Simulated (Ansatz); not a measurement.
in.yaml

```yaml
crystal:
  periodic: [false, false, false]
  atoms:
    - {symbol: Al, position_ang: [-0.089998, 0.000000, 0.000000]}
    - {symbol: H, position_ang: [-0.882922, 1.373384, 0.000000]}
    - {symbol: H, position_ang: [-0.882922, -1.373384, 0.000000]}
    - {symbol: H, position_ang: [1.627002, 0.000000, 0.000000]}
    - {symbol: H, position_ang: [2.548002, 0.000000, 0.000000]}
basis:
  gaussian: {orbitals: 6-31G}
magnetization: {spin_polarized: false, initial_magnetization: 1}
correlation: {method: fic_mrcisd_q, electrons: outside_noble_gas, active_space: {window: {electrons: 7, orbitals: 8}, shells: [{species: Al, l: s, shell: 3}, {species: Al, l: p, shell: 3}, {species: H, l: s, shell: 1}]}}
```

```sh
$ ansatz run in.yaml --threads 1 --pin off --events-out ev --progress --plain --max-ram 2393MiB
```

Log:

```
450 factors; integrals over basis functions are off by at most 6.9e-8 eV
mean field evaluation 1: about -6640.8188 eV, gradient 6.5e0 eV
mean field evaluation 2: about -6640.8221 eV, gradient 6.5e0 eV
mean field evaluation 4: about -6641.2827 eV, gradient 4.3e-1 eV
mean field evaluation 8: about -6641.2884 eV, gradient 4.2e-3 eV
mean field evaluation 16: about -6640.2206 eV, gradient 7.1e-1 eV
mean field -6641.28842905 eV, -244.0628481407 hartree, gradient 7.8e-6 eV, S^2 0.750000; 2 other end points of the search recorded, 0 dependent functions left out
reference -6641.28842905 eV, -244.0628481407 hartree; 9, 8 occupied and 12, 13 virtual orbitals, 450 factors
state -6642.83768754 eV, -244.1197823400 hartree
contracted CI cycle   1: correlation 0.00000000 eV, 0.0000000000 hartree, residual 4.76e0 eV
contracted CI cycle   2: correlation -0.45431833 eV, -0.0166958908 hartree, residual 1.27e0 eV
contracted CI cycle   3: correlation -0.48518786 eV, -0.0178303251 hartree, residual 2.84e-1 eV
contracted CI cycle   4: correlation -0.48674259 eV, -0.0178874602 hartree, residual 8.41e-2 eV
contracted CI cycle   5: correlation -0.48687131 eV, -0.0178921907 hartree, residual 2.01e-2 eV
contracted CI cycle   6: correlation -0.48687977 eV, -0.0178925014 hartree, residual 5.63e-3 eV
contracted CI cycle   7: correlation -0.48688047 eV, -0.0178925274 hartree, residual 1.72e-3 eV
contracted CI cycle   8: correlation -0.48688054 eV, -0.0178925297 hartree, residual 5.63e-4 eV
state -6642.83768754 eV, -244.1197823400 hartree; corrected -6643.33064866 eV, -244.1378983269 hartree
Total energy: -6643.33064866 eV, -244.1378983269 hartree
Checks for a lower state left out: starts, orbital_swaps
```

For the same geometry and basis full CI lies 10.0 meV lower.

Ran on 1 thread of Arm Neoverse V1, shared host: 3 s wall, 0.19 GiB peak host memory.
